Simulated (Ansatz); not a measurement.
# Worked example: correlation energy of SiH⁺, singlet

Geometry: that of the SiH, doublet, kept fixed.

| atom | x (Å) | y (Å) | z (Å) |
| --- | --- | --- | --- |
| Si | 0.0000 | 0.0000 | 0.0000 |
| H | 0.0000 | 0.0000 | 1.5317 |

Basis cc-pVTZ; Ansatz 0.2.0. Correlated methods freeze the noble-gas cores, which leaves 4 electrons in 43 orbitals. R marks a restricted (for open shells ROHF) determinant.

Full CI is exact within this basis and frozen core; it isn't the basis-set limit.

Runs differ by some tens of microhartree through their thresholds, so steps under 0.03 kcal/mol mean nothing.

| level | total energy (hartree) |
| --- | --- |
| RHF | -289.163564 |
| RMP2 | -289.233342 |
| RCCSD | -289.255892 |
| RCCSD(T) | -289.257516 |
| RCCSDT | -289.257920 |
| RCCSDT(Q) | -289.257972 |
| full CI | -289.257984 |

Question: What is the correlation energy at full CI, and what share of it do RMP2 and RCCSD recover?

Answer: E(corr) = -289.257984 − (-289.163564) = -0.094420 hartree = -2.569 eV. RMP2: -0.069778 / -0.094420 = 73.90 %. RCCSD: -0.092328 / -0.094420 = 97.78 %.

Question: By how many kcal/mol does RCCSD(T) miss full CI (1 hartree = 627.509 kcal/mol), and which steps make up the rest?

Answer: -289.257516 − (-289.257984) = 0.000468 hartree = 0.29 kcal/mol. Steps: RCCSDT − RCCSD(T) = -0.25, RCCSDT(Q) − RCCSDT = -0.03, full CI − RCCSDT(Q) = -0.01 kcal/mol. That is within 1 kcal/mol of the reference in this basis, which itself misses far more of the correlation at the basis-set limit.
